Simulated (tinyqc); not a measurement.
MP2 on RHF in the sto-3g basis, for H2O, spin multiplicity 1, step by step (part 2 of 2). Computed by tinyqc, a small Python program that keeps every step (integrals from PySCF). Command: `OMP_NUM_THREADS=1 python tinyqc.py 27134 27135 out.jsonl` (the two numbers bound the seeds that draw the settings). One thread of a shared host (Intel(R) Xeon(R) Processor @ 2.60GHz), about 0.1 s of CPU time with the checks.

Geometry (angstrom):
```
atom         x          y         z
O     0.000000   0.000000  0.000000
H     0.000000   0.841000  0.561000
H     0.000000  -0.841000  0.561000
```

## Second-order Moller-Plesset energy

orbital energies (hartree): MO1 -20.235844, MO2 -1.233595, MO3 -0.601090, MO4 -0.426754, MO5 -0.381501, MO6 0.536300, MO7 0.705021

Two-electron integrals over orbitals (pq|rs), unique and non-zero (hartree):
```
(11|11) 4.745245    (21|11) -0.421523   (21|21) 0.059313    (22|11) 1.008919
(22|21) -0.014052   (22|22) 0.721946    (31|31) 0.010465    (32|31) 0.017050
(32|32) 0.140375    (33|11) 0.778177    (33|21) -0.004458   (33|22) 0.629442
(33|33) 0.614806    (41|11) 0.169452    (41|21) -0.021361   (41|22) 0.014017
(41|33) 0.005789    (41|41) 0.026538    (42|11) -0.130773   (42|21) 0.008433
(42|22) -0.007183   (42|33) 0.006013    (42|41) 0.020062    (42|42) 0.128127
(43|31) -0.002673   (43|32) 0.024678    (43|43) 0.048343    (44|11) 0.990591
(44|21) -0.012715   (44|22) 0.677605    (44|33) 0.586270    (44|41) -0.010929
(44|42) -0.103748   (44|44) 0.766565    (51|51) 0.026019    (52|51) 0.032780
(52|52) 0.146803    (53|53) 0.027501    (54|51) -0.012340   (54|52) -0.044001
(54|54) 0.052727    (55|11) 1.115343    (55|21) -0.011878   (55|22) 0.749298
(55|33) 0.615238    (55|41) 0.004715    (55|42) -0.070318   (55|44) 0.722519
(55|55) 0.880159    (61|11) -0.229855   (61|21) 0.034400    (61|22) -0.002365
(61|33) -0.000060   (61|41) 0.000541    (61|42) 0.019942    (61|44) -0.017470
(61|55) -0.006112   (61|61) 0.028853    (62|11) 0.295255    (62|21) -0.006860
(62|22) 0.137376    (62|33) 0.068076    (62|41) 0.018199    (62|42) 0.025068
(62|44) 0.085010    (62|55) 0.153721    (62|61) 0.006551    (62|62) 0.097943
(63|31) 0.002586    (63|32) -0.045245   (63|43) -0.033108   (63|63) 0.078363
(64|11) 0.228845    (64|21) -0.002390   (64|22) 0.104774    (64|33) 0.042846
(64|41) 0.003251    (64|42) -0.028429   (64|44) 0.122489    (64|55) 0.123340
(64|61) 0.000270    (64|62) 0.063597    (64|64) 0.073038    (65|51) 0.015264
(65|52) 0.057985    (65|54) 0.000578    (65|65) 0.037121    (66|11) 0.776633
(66|21) -0.007047   (66|22) 0.596815    (66|33) 0.558861    (66|41) 0.019905
(66|42) 0.057148    (66|44) 0.541449    (66|55) 0.576812    (66|61) 0.007774
(66|62) 0.089370    (66|64) 0.045463    (66|66) 0.583955    (71|31) 0.014979
(71|32) 0.022957    (71|43) -0.003954   (71|63) 0.003200    (71|71) 0.021490
(72|31) 0.014278    (72|32) 0.047128    (72|43) -0.030493   (72|63) 0.032935
(72|71) 0.019381    (72|72) 0.064854    (73|11) 0.367862    (73|21) -0.007236
(73|22) 0.151737    (73|33) 0.090265    (73|41) -0.000479   (73|42) -0.072066
(73|44) 0.160299    (73|55) 0.196078    (73|61) -0.006254   (73|62) 0.075728
(73|64) 0.081798    (73|66) 0.039220    (73|73) 0.152490    (74|31) -0.008669
(74|32) -0.073023   (74|43) -0.001751   (74|63) 0.048954    (74|71) -0.012279
(74|72) -0.017702   (74|74) 0.066500    (75|53) 0.023932    (75|75) 0.025267
(76|31) 0.008902    (76|32) 0.097889    (76|43) 0.052785    (76|63) -0.071518
(76|71) 0.012259    (76|72) -0.005176   (76|74) -0.057631   (76|76) 0.118382
(77|11) 0.870643    (77|21) -0.009627   (77|22) 0.620627    (77|33) 0.599835
(77|41) 0.003737    (77|42) -0.018603   (77|44) 0.603799    (77|55) 0.624426
(77|61) -0.005133   (77|62) 0.067571    (77|64) 0.046019    (77|66) 0.556932
(77|73) 0.101422    (77|77) 0.615171
```

Hartree-Fock energy = -74.95766241 hartree

E2 = sum_ijab (ia|jb) [2 (ia|jb) - (ib|ja)] / (e_i + e_j - e_a - e_b) over occupied i, j and virtual a, b; the opposite-spin part is (ia|jb)^2 / denominator, the rest is same-spin, and SCS-MP2 scales them by 6/5 and 1/3.

Terms:
```
i  j  a  b    (ia|jb)    (ib|ja)  denominator       term
3  3  7  7   0.152490   0.152490    -2.612222  -0.008902
3  4  7  6   0.081798   0.048954    -2.269165  -0.004133
4  3  6  7   0.081798   0.048954    -2.269165  -0.004133
3  2  7  6   0.075728   0.032935    -3.076006  -0.002918
2  3  6  7   0.075728   0.032935    -3.076006  -0.002918
4  4  6  6   0.073038   0.073038    -1.926108  -0.002770
2  2  6  6   0.097943   0.097943    -3.539790  -0.002710
3  3  6  6   0.078363   0.078363    -2.274780  -0.002700
4  4  7  7   0.066500   0.066500    -2.263550  -0.001954
4  2  6  6   0.063597   0.063597    -2.732949  -0.001480
2  4  6  6   0.063597   0.063597    -2.732949  -0.001480
2  2  7  7   0.064854   0.064854    -3.877232  -0.001085
5  5  6  6   0.037121   0.037121    -1.835601  -0.000751
4  3  7  6   0.048954   0.081798    -2.269165  -0.000348
3  4  6  7   0.048954   0.081798    -2.269165  -0.000348
5  5  7  7   0.025267   0.025267    -2.173044  -0.000294
2  3  7  6   0.032935   0.075728    -3.076006   0.000106
3  2  6  7   0.032935   0.075728    -3.076006   0.000106
2  4  7  7  -0.017702  -0.017702    -3.070391  -0.000102
4  2  7  7  -0.017702  -0.017702    -3.070391  -0.000102
1  1  6  6   0.028853   0.028853   -41.544288  -0.000020
2  1  7  7   0.019381   0.019381   -22.879481  -0.000016
1  2  7  7   0.019381   0.019381   -22.879481  -0.000016
1  1  7  7   0.021490   0.021490   -41.881730  -0.000011
4  1  7  7  -0.012279  -0.012279   -22.072640  -0.000007
1  4  7  7  -0.012279  -0.012279   -22.072640  -0.000007
3  1  7  6  -0.006254   0.003200   -22.078255  -4.45e-06
1  3  6  7  -0.006254   0.003200   -22.078255  -4.45e-06
1  2  6  6   0.006551   0.006551   -22.542039  -1.90e-06
2  1  6  6   0.006551   0.006551   -22.542039  -1.90e-06
3  1  6  7   0.003200  -0.006254   -22.078255  -1.83e-06
1  3  7  6   0.003200  -0.006254   -22.078255  -1.83e-06
1  4  6  6   0.000270   0.000270   -21.735198  -3.36e-09
4  1  6  6   0.000270   0.000270   -21.735198  -3.36e-09
```

Pair energies (hartree; pair i-j sums ij and ji):
```
pair  opposite spin  same spin
1-1       -0.000031   0.000000
2-1       -0.000037   0.000000
2-2       -0.003795   0.000000
3-1       -4.47e-06  -0.000008
3-2       -0.004434  -0.001191
3-3       -0.011601   0.000000
4-1       -0.000014   0.000000
4-2       -0.003164   0.000000
4-3       -0.008009  -0.000951
4-4       -0.004723   0.000000
5-5       -0.001045   0.000000
```

MP2 correlation energy = -0.03900648 hartree

SCS-MP2 correlation energy = -0.04494482 hartree

MP2 total energy = -74.99666889 hartree
